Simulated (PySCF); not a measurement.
Compound: propionamide, C3H7NO.
SMILES: `C(C(=O)N)C`

A PySCF run (density fitting, gas phase, GFN2-xTB geometry) gave HOMO -10.20 eV, LUMO 0.58 eV, dipole 3.78 D and E = -248.373 Eh.

Task: Which of these levels was it?
A. PBE0/pcSseg-1
B. LDA/def2-SVPD
C. LC-wPBE/aug-pcSseg-1
D. PBE0/aug-pcSseg-1
E. X3LYP/6-31G-J

Result: C. It is LC-wPBE/aug-pcSseg-1. All candidates on this geometry:

```tsv
level and settings	kind	basis functions	SCF cycles	E (Eh)	HOMO (eV)	LUMO (eV)	dipole (D)
LDA/def2-SVPD	LDA	159	15	-246.2894	-5.96	-0.72	3.76
PBE0/aug-pcSseg-1, start guess sap	global hybrid	193	14	-248.2337	-7.41	-0.35	3.71
X3LYP/6-31G-J	global hybrid	88	14	-248.3895	-6.85	0.97	3.83
PBE0/pcSseg-1	global hybrid	120	13	-248.2194	-7.31	0.95	3.76
LC-wPBE/aug-pcSseg-1, fitting basis def2-qzvpp-jkfit	range-separated hybrid	193	11	-248.3727	-10.20	0.58	3.78
```

The nearest other candidate, by the summed differences of HOMO and LUMO, is PBE0/pcSseg-1: its HOMO differs by +2.89 eV and its LUMO by +0.37 eV. Cycle counts include a coarse-grid stage where the run had one.

Conformer computed: `[CH3:1][CH2:2][C:3]([NH2:4])=[O:5]`: C1–C2–C3–N4 180°, H–N4–C3–C2 0°, H–N4–C3–C2 180°.
